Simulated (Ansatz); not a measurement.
System: HCl, charge 1, doublet. HCl+ (parent SMILES Cl, doublet).
B3LYP-D3(BJ)/def2-TZVP minimum from Ansatz (a quantum-chemistry and plane-wave program):
```
Cl
H 1 1.3252
```
Charge +1, spin multiplicity 2.

Hartree-Fock and CCSD correlation energies in hartree (Ansatz). Radicals and triplets start from unrestricted determinants; spin-orbit coupling is neglected. Correlated methods leave the cores frozen. No relativity.

| basis | X | E(HF) | E(corr, CCSD) |
|---|---|---|---|
| cc-pV(T+d)Z | 3 | -459.68467 | -0.18713 |
| cc-pV(Q+d)Z | 4 | -459.68871 | -0.20065 |
| cc-pV(5+d)Z | 5 | -459.68944 | withheld |

Question: Fit E(corr) = E∞ + A/X³ to X = 3 and 4, predict X = 5, and compare with the run.

Answer: A = (-0.18713 - (-0.20065))/(1/27 - 1/64) = 0.6314; E∞ = -0.20065 - A/64 = -0.21052; at X = 5, E∞ + A/125 = -0.20546. The run gave -0.20505, 0.41 mEh above the prediction. The same form on X = 4 and 5 gives E∞ = -0.20967, 0.85 mEh above the first estimate.
